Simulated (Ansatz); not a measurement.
fcc Al, treated with HSE06-D3(BJ) (Ansatz, a first-principles code, plane waves, PAW).

Settings: plane-wave cutoff 460 eV, 14×14×14 k mesh, Fermi–Dirac smearing 0.05 eV, scalar-relativistic PAW data made under PBE.

Equation-of-state points:

```
V (Å³/atom)  E − E_lowest (meV/atom)  P (GPa)
-----------  -----------------------  -------
14.601                         12.21     5.53
14.985                          2.61     2.55
15.231                          0.00     0.86
15.753                          2.36    -2.21
16.216                         12.14    -4.50
```

**Question.** Estimate the bulk modulus from the pressures at 15.231 and 15.753 Å³/atom, and compare it with a fit to all energies.

**Answer.** B = −V dP/dV. Between V = 15.231 and 15.753 Å³/atom, dP/dV = (-2.21 − (0.86))/(15.753 − 15.231) = -5.88 GPa per Å³/atom; at the midpoint 15.492 Å³/atom this gives B ≈ 91.1 GPa. The third-order Birch–Murnaghan fit gives V0 = 15.368 Å³/atom, B0 = 95.1 GPa, B′ = 4.9, which lies 4 % above that estimate.

Measured, for comparison: bulk modulus 80.8 GPa (corrected for temperature and zero-point phonon effects, our sources range from 77.1 to 82.0; as tabulated in Levämäki et al. (2014), arXiv:1402.3671); equilibrium volume per atom 16.22 Å³/atom (static lattice: zero-point anharmonic expansion removed; as tabulated in Mejia-Rodriguez and Trickey (2018), arXiv:1807.09216). Computed (rounded) less measured: bulk modulus +18 % (+16 % to +23 % over the range), equilibrium volume per atom -5.2 %.

The computed numbers hold no vibrational or temperature effects.
